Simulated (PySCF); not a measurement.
Highest orbital energy against ionisation energy along the third row

Calculated with PySCF 2.14, no spin-orbit coupling. Each cell gives −ε(HOMO) / ΔSCF in eV; NIST values include spin-orbit coupling, (s) semi-empirical, (t) theoretical.

```csv
species,UHF,LDA,PBE,PBE0,r2SCAN,NIST (lowest levels)
"Mg (x2c-TZVPPall with one added diffuse shell each of s, p, d type, spin-free X2C)",6.895 / 6.621,4.782 / 7.747,4.709 / 7.643,5.433 / 7.568,4.818 / 7.376,7.646
"Al (x2c-TZVPPall with one added diffuse shell each of s, p, d type, spin-free X2C)",5.920 / 5.590,3.007 / 6.019,3.083 / 6.063,3.896 / 6.080,3.342 / 6.157,5.986
"Si (x2c-TZVPPall with one added diffuse shell each of s, p, d type, spin-free X2C)",8.188 / 7.627,4.568 / 8.226,4.598 / 8.189,5.620 / 8.208,4.908 / 8.312,8.152
"P (x2c-TZVPPall with one added diffuse shell each of s, p, d type, spin-free X2C)",10.657 / 9.896,6.290 / 10.569,6.286 / 10.482,7.524 / 10.520,6.688 / 10.614,10.487
"S (x2c-TZVPPall with one added diffuse shell each of s, p, d type, spin-free X2C)",10.300 / 9.222,6.155 / 10.558,6.141 / 10.422,7.402 / 10.393,6.404 / 10.368,10.360
"Cl (x2c-TZVPPall with one added diffuse shell each of s, p, d type, spin-free X2C)",13.068 / 11.757,8.198 / 13.196,8.118 / 12.965,9.588 / 12.947,8.452 / 13.000,12.968
"Ar (x2c-TZVPPall with one added diffuse shell each of s, p, d type, spin-free X2C)",16.078 / 14.553,10.400 / 15.989,10.279 / 15.704,11.973 / 15.713,10.724 / 15.758,15.760
```

**Question.** How far is −ε(HOMO) from ΔSCF on average for each method, and why?

**Answer.** UHF 0.83 eV; LDA -4.13 eV; PBE -4.04 eV; PBE0 -2.86 eV; r2SCAN -3.75 eV. Hartree-Fock orbital energies lack relaxation and so exceed the ΔSCF value; semilocal functionals have convex E(N) from self-interaction, so their HOMO lies far too high; exact exchange moves hybrids part of the way back.
